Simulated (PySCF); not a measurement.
**Computed data sheet: difluoromethyl radical, `F[CH]F`**

Compound: difluoromethyl radical, CHF₂ (doublet state).
Cartesian coordinates in Å at the PBE0-D3(BJ)/def2-SVP level; atoms count from 1:
```
atom  x, y, z in Å
F1    -1.081   -0.603   -0.078
C2     0.003    0.079    0.227
F3     1.101   -0.587   -0.067
H4    -0.002    1.121   -0.128
```

From PBE0-D3(BJ)/def2-SVP geometry optimisation, gas phase (PySCF):

| Quantity | Value |
| --- | --- |
| Point group | Cs |
| Rotational constants A, B, C | 68.607, 11.080, 9.683 GHz |
| Dipole moment | 1.29 D |

**UKS B3LYP, IGLO-III on C F, pcH-1 on H, non-relativistic, mean-field spin-orbit, GIAO (PySCF)**

| Property | Result |
| --- | --- |
| Isotropic g value | 2.00385 |
| Principal g values | 2.00193, 2.00471, 2.00491 |
| Spin squared ⟨S²⟩ | 0.752 |
| Largest Mulliken spin population | 0.92 on C2 |
| Largest isotropic hyperfine couplings (means over sets of like nuclei) | 13C +397.3 (C2), 19F +218.7 (F1/F3), 1H +66.9 (H4) MHz |

Monoisotopic mass (most abundant isotopes): 51.0046 u.

⟨S²⟩ is 0.002 above the pure-spin value S(S + 1) = 0.75. The dipole matches unit charges of opposite sign 0.27 Å apart (1 e·Å = 4.8032 D). With B = h/(8π²I), that is 505.379 GHz u Å² over I, the principal moments of inertia are 7.4, 45.6 and 52.2 u Å² (most abundant isotopes); the inertial defect Ic − Ia − Ib is -0.8 u Å² (zero for a rigid planar frame, negative otherwise). The rotational constants make it an asymmetric top with κ = (2B − A − C)/(A − C) = -0.95, nearer the prolate limit (−1).

